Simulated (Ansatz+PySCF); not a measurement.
doublet C₄H₇: levels of theory in one basis

```xyz
11

C     0.0553    0.0000   -1.6034
C    -0.5271    0.0000   -0.2714
C     0.1594    0.7569    0.8989
C     0.1594   -0.7569    0.8989
H     1.1308    0.0000   -1.7358
H    -0.5688    0.0000   -2.4865
H    -1.6113    0.0000   -0.2365
H    -0.4842    1.2779    1.5982
H     1.0853    1.2710    0.6696
H    -0.4842   -1.2779    1.5982
H     1.0853   -1.2710    0.6696
```

Basis set: cc-pVTZ (spherical functions). Correlated methods keep 4 orbitals frozen. Correlation on ROHF uses semicanonical orbitals with singles. Charge 0, multiplicity 2.

Computed with Ansatz (development build ahead of 0.2.0); each method stands on the lowest determinant of its kind that the runs found.

| method | E − E(ROHF) (eV) | <S²> of the determinant |
| --- | --- | --- |
| ROHF | 0.00 | 0.75 |
| UHF | -0.15 | 0.77 |
| ROHF-MP2 | -18.00 | – |
| UHF-MP2 | -17.97 | 0.77 |
